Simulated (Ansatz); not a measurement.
# Abstraction of Cl: C3H5Cl + SiH2(CH3) → C3H5 + SiH2(CH3)Cl

Gas-phase species: C3H5Cl (2-chloropropene) `C=C(C)Cl`, singlet; SiH2(CH3), doublet; C3H5 `C=[C]C`, doublet; SiH2(CH3)Cl, singlet. A radical takes Cl: the energy is the difference in strength between the C–Cl bond broken and the Si–Cl bond made.

Shapes, held fixed at every level: PBE0-D4/def2-TZVP. Programs: Ansatz 0.2.0. The zero-point and thermal change to 298 K, harmonic and unscaled (PBE0-D4/def2-TZVP), is -2.9 kJ/mol.

Task: Estimate ΔH(298 K) of this reaction.

Result: B2PLYP/def2-TZVPP gives ΔH(298 K) = -78.6 kJ/mol; the levels span -114.8 to -51.1. The median of the levels is -80.7. No measured value is set beside it here. Spin contamination: C3H5 (⟨S²⟩ up to 0.91). Open shells run unrestricted. Times are processor times on shared x86 and Arm servers, and rough.

```
               level                    kind  ΔH(298 K) (kJ/mol)  CPU time (sum over the molecules)
         HF/def2-SVP            Hartree–Fock              -114.8                                  –
    SPW92/def2-TZVPP                     LDA               -51.1                               11 s
   PBE-D4/def2-TZVPP                     GGA               -63.6                               22 s
r2SCAN-D4/def2-TZVPP                meta-GGA               -81.7                               42 s
 BHLYP-D4/def2-TZVPP           global hybrid               -90.5                               24 s
  wB97M-V/def2-TZVPP  range-separated hybrid               -81.4                               85 s
  wB97X-V/def2-TZVPP  range-separated hybrid               -80.0                               63 s
   B2PLYP/def2-TZVPP           double hybrid               -78.6                               37 s
```
